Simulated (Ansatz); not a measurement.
C6H10 (`C1=CCCCC1`), charge 0, multiplicity 1.

**Question.** Give a relaxed structure at PBE0-D4/def2-TZVP (the Gaussian-basis code of Ansatz). (Estimate.)

**Answer.** Ansatz gave: 
```xyz
16

C     0.999   -0.988    0.639
C     0.158   -1.516   -0.245
C    -0.897   -0.725   -0.954
C    -1.114    0.639   -0.311
C     0.217    1.304    0.006
C     1.017    0.466    0.994
H     1.721   -1.631    1.135
H     0.222   -2.576   -0.472
H    -1.834   -1.292   -0.966
H    -0.615   -0.605   -2.009
H    -1.719    1.274   -0.965
H    -1.681    0.512    0.619
H     0.063    2.311    0.401
H     0.792    1.412   -0.921
H     0.620    0.597    2.010
H     2.053    0.819    1.039
```
Point group C2.
This is one stationary point; other conformers may exist.
